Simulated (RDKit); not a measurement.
RDKit input (UFF):

```python
from rdkit import Chem
from rdkit.Chem import AllChem, rdDetermineBonds

mol = Chem.MolFromXYZFile('mol.xyz')
rdDetermineBonds.DetermineBonds(mol, charge=-1)
print('SMILES', Chem.MolToSmiles(Chem.RemoveHs(mol)))
ff = AllChem.UFFGetMoleculeForceField(mol)
e0 = ff.CalcEnergy()
flag = ff.Minimize(maxIts=5000, forceTol=1e-5)
print(f'energy {e0:.4f} -> {ff.CalcEnergy():.4f} kcal/mol, converged: {flag == 0}')
print(Chem.MolToXYZBlock(mol))
```
mol.xyz:
```
8

S     -0.00339682    -0.00829351     1.17788329
C      0.00170050     1.27084117    -0.10510870
C     -0.00115788    -1.20666460    -0.05900771
C      0.00485736     0.80468746    -1.38105410
C      0.00306320    -0.63891180    -1.30946501
H      0.00173214     2.28649150     0.27241401
H     -0.00306457    -2.25722682     0.20206005
H      0.00490248    -1.27628193    -2.19279362
```

### Question
Which steric energies does it print, before and after the minimisation?

### Answer
47.27 and 32.74 kcal/mol. They count from the force field's own zero for this bonding and are no heats of formation.
